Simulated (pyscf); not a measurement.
This saddle point was located with ωB97X-D3(BJ)/def2-SVP in PySCF.

```xyz
11

O      0.4297     0.8676     0.4539
Si    -1.0427    -0.2567     0.3247
O     -0.2009    -1.3523    -0.6539
O     -2.2266     0.0995    -0.7757
F     -1.2353    -1.2613     1.6145
H      0.8942     1.1475    -0.3451
H      0.2603    -2.0416    -0.1663
H     -2.1581    -0.5087    -1.5218
O     -1.5396     1.1682     1.3695
H     -0.3059     1.4905     1.0258
H     -1.7579     0.9267     2.2774
```
Charge 0, spin multiplicity 1.

Surface: singlet, charge 0. Lowest wavenumbers (cm⁻¹): 879i, 96, 160, 248, 331.

Question: Name the species on either side of this saddle.

Answer: `[OH][Si]([OH])([OH])[F]` + `[OH2]` ⇌ `[OH2]` + `[OH][Si]([OH])([OH])[F]`, a four-centre exchange read from left to right: O–Si, H–O broken and H–O, O–Si formed. At ωB97M-D3(BJ)/def2-TZVP it lies +93.1 kJ/mol from the left side and +93.1 kJ/mol from the right (each side as separated species at their lowest minima found). On the reactant side the descent ends in an adduct with a O–Si contact, 1.5 kJ/mol under the separated species and 94.9 kJ/mol under the saddle at ωB97X-D3(BJ)/def2-TZVP. On the product side the descent ends in an adduct with a O–Si contact, 16.5 kJ/mol under the separated species and 109.9 kJ/mol under the saddle at ωB97X-D3(BJ)/def2-TZVP. What is counted as formed (O–Si) is already present as a longer contact in the reactant adduct; forming that adduct is a step of its own. What is counted as broken (O–Si) persists as a longer contact in the product adduct; parting that adduct is a step of its own. One saddle was located; it need not be the lowest between these sides.
